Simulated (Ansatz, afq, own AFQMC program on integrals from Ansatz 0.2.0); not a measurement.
Two steps: Ansatz 0.2.0 writes the Fock matrix and Cholesky factors of the valence space, and afq projects on them the lowest state that overlaps trial and start.

```yaml
crystal:
  periodic: [false, false, false]
  atoms:
    - {symbol: S, position_ang: [0.000000, 0.000000, 0.000000]}
basis:
  gaussian: {orbitals: cc-pVDZ}
magnetization: {spin_polarized: true, initial_magnetization: 2}
correlation: {method: ccsd_t, electrons: outside_noble_gas, hamiltonian_folder: ham}
```

```sh
$ ansatz run in.yaml --threads 1 --pin off --events-out ev --progress --plain --max-ram 24576MiB --backend cuda --devices 0, --max-vram 18GiB
```

afq runs on the folder ham with

```
--method phaseless --trial cisd --walkers 4000 --populations 20 --least-time 60 --time-step 0.005 --steps-per-block 50 --equilibration-blocks 28 --max-blocks 4000 --target-error 9e-05 --factor-cut 1e-05 --start spin_pure --seed 1635 --release-times 0.24,0.5,1,1.5 --release-step 0.02 --release-every 3 --taylor-order 6
```

Times are imaginary, in 1/Eh. The walk had a cap of 122 s. With eight or more populations the least sampling time is a fifth of least-time, and the error comes from their spread.

Output of the walk:

```
orbitals 13  electrons 4 2  factors 69 of 103
reference energy -397.49680154 Eh
CCSD correlation -0.10261424 Eh in 9 cycles, weight of the determinant in the CISD state 0.9482
energy of the start -397.599368 Eh
 block  time / (1/Eh)  mean weight  energy / Eh
     1     0.250  0.9999  -397.598975
     2     0.500  1.0000  -397.599312
     3     0.750  1.0001  -397.599704
     4     1.000  1.0000  -397.600021
     5     1.250  0.9999  -397.600290
    12     3.000  0.9999  -397.600812
    19     4.750  1.0000  -397.600742
    26     6.500  1.0001  -397.600987
    33     8.250  1.0000  -397.600654
    40    10.000  1.0002  -397.600776
    43    10.750  1.0000  -397.598716
    47    11.750  0.9998  -397.600715
    54    13.500  1.0002  -397.600750
    61    15.250  0.9999  -397.600983
    62    15.500  0.9999  -397.601154
    68    17.000  1.0000  -397.600568
    75    18.750  0.9999  -397.600633
    78    19.500  0.9998  -397.600754
error from the spread of 20 populations
released: time / (1/Eh)  energy / Eh  error  mean overlap
  0.24  -397.600868  0.000024  0.9992
  0.50  -397.600588  0.000286  0.9993
  1.00  -397.600908  0.000022  0.9999
  1.50  -397.600910  0.000017  0.9981
energy -397.600753 +/- 0.000060 Eh
(rows thinned)
```

The run passed its tests (sampling time, drift between the halves within three errors, error under three times the target), which doesn't prove that it has relaxed.

Against this walk (error 1.6 meV) on the same determinant: CCSD(T) 5.5 meV higher, CCSDT(Q) 4.3 meV lower, CCSDTQ 4.9 meV lower, full CI 5.0 meV lower. The error is statistical and leaves out the bias of the constraint. The released energies have errors that jump between times, so the bars are unsure (meV from the phaseless value at times in 1/Eh: -3.1 ± 0.7 at 0.24, 4 ± 8 at 0.50, -4.2 ± 0.6 at 1.00, -4.3 ± 0.5 at 1.50), so they give no level.

Cautions: constraint bias not in the error.

The walk took 20 s on 1 × NVIDIA H100 80GB HBM3 with 2 threads of AMD EPYC 7R13 Processor (Zen 3) (shared host) (the card was shared). The log's last line is the phaseless energy.

CCSDT and higher add their correlation energy to the determinant of the CCSD(T) run, since their own runs factorise the integrals more tightly (a shift of under 2 meV). A walk keeps the symmetry of its determinant, which the program's search chose and which needn't be the lowest solution, so a lower state of the same spin and another symmetry isn't excluded.
